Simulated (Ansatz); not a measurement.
Calculated with Ansatz (gas phase, PBE0-D4/def2-TZVP geometries, no zero-point term in ΔE). CCSD(T)/CBS adds triple-zeta CCSD(T) − MP2 to the extrapolated MP2 energy (def2 sets, frozen cores). This one scheme is used for every species. Functionals use def2-TZVPP. Each species was taken in one conformer, which may not be the lowest.

Reaction (substitution at a C–C bond): `N=CC(F)F` + CH₃NH₂ → `CNC=N` + difluoromethane

```
   species  B97M-V energy (Eh)
`N=CC(F)F`          -332.48993
    CH₃NH₂           -95.88451
   `CNC=N`          -189.36872
     `FCF`          -239.01730
```

Problem. Work out ΔE.

Solution. ΔE = (-189.36872) + (-239.01730) − (-332.48993) − (-95.88451) = -0.01158 Eh = -0.32 eV. CCSD(T)/CBS gives -0.25 eV.

Largest T1 diagnostic among the species: 0.013.

Leaving LDA and LC-ωPBE aside and taking each functional with its dispersion term where it has one, the values, not all of them listed here, spread over 0.13 eV, from revPBE-D4 to ωB97M-V. LDA lies −0.11 eV from PBE without D4. From BLYP to BHLYP (50 % exact exchange), in def2-TZVPP and without D4, ΔE moves by +0.03 eV.
